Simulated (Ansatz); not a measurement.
**SiP2+ (doublet): wave-function methods side by side, def2-QZVPP**

One table from this session's results is given with a row withheld; the runs are named, their logs left out.

Method: def2-QZVPP, core rule «outside noble gas», up to 15 orbitals frozen; program: Ansatz 0.2.0, Gaussian basis.

The runs, in order: UHF; ROHF; CCSD(T) on UHF.

2 further runs of the same task are left out: 2 set aside as unsound or not needed.

## The geometry

The geometry is a PBE0/def2-TZVP stationary point (not a proven minimum) of the parent state, kept for this charge and spin.

3 atoms, charge 1, spin multiplicity 2.

Atoms are counted from 1 here; the program's logs count them from 0.

Bond lengths: P1–P2 2.051 Å, P1–Si3 2.217 Å, P2–Si3 2.217 Å. Angles: P2–P1–Si3 62.5°, P1–P2–Si3 62.5°, P1–Si3–P2 55.1°.

Set-up of the first run:

in.yaml

```yaml
crystal:
  periodic: [false, false, false]
  atoms:
    - {symbol: P, position_ang: [0.000000, -1.025294, 0.613145]}
    - {symbol: P, position_ang: [0.000000, 1.025294, 0.613145]}
    - {symbol: Si, position_ang: [0.000000, 0.000000, -1.352400]}
basis:
  gaussian: {orbitals: "def2-QZVPP.json"}
total_charge: 1
magnetization: {spin_polarized: true, initial_magnetization: 1}
hamiltonian: {xc: hf}
output: {orbitals: {seedname: orbitals}}
```

Launch:

```
$ ansatz run in.yaml --threads 1 --pin off --events-out ev --progress --plain --max-ram 2393MiB
```

Steps of the session up to this table: UHF; ROHF; CCSD(T) on UHF.

One of the session's tables, all rows but one given; the rest of the session is left out.

It belongs to the step «Misses and costs». 

```
  method  from UCCSD(T) (meV)
    ROHF             +11777.9
     UHF             +11546.4
    UMP2                    ?
   UCCSD               +830.8
UCCSD(T)                    0
```

Estimate the missing values for UMP2.

As computed: from UCCSD(T) (meV): +1415.9. In the column «from UCCSD(T) (meV)» it lies between UCCSD (+830.8) and UHF (+11546.4).

To keep in mind: Warnings: spin contamination; coupled cluster took another determinant than the lowest.
